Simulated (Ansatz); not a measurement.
Isolated molecules relaxed with PBE0-D4/def2-TZVP in Ansatz; ΔE leaves out vibrations. CCSD(T)/CBS is the MP2 limit (def2-TZVPP, def2-QZVPP) plus CCSD(T) − MP2 in def2-TZVPP, frozen cores. This one scheme is used for every species. DFT in def2-TZVPP. B3LYP here is the variant with VWN-RPA as its local correlation; programs differ in this. One conformer a species, not always the lowest.

Consider the hydrogenolysis of a C–C bond: `O=CCOCF` + H₂ → `COCF` + `C=O`.

CCSD(T)/CBS gives -28.3 kJ/mol.

(1) Another level gave -21.5 kJ/mol. Which?
A. HF/def2-TZVPP
B. B2PLYP/def2-TZVPP
C. B3LYP-D4/def2-TZVPP
D. r2SCAN/def2-TZVPP

Largest T1 diagnostic among the species: 0.015.

Results:

(1) D. r2SCAN -21.5, B2PLYP -33.0, B3LYP-D4 -27.9, HF/def2-TZVPP -47.4 kJ/mol.

In def2-TZVPP, CCSD(T) changes the Hartree–Fock value by +17.8 kJ/mol (the triples alone add +4.5 kJ/mol) and MP2 by +21.0 kJ/mol. The D4 term adds +8.6 kJ/mol with B3LYP and +4.8 kJ/mol with PBE0; it sums over pairs of atoms, weighted by their polarisabilities, and B3LYP, whose exchange is more repulsive, gets the larger term.
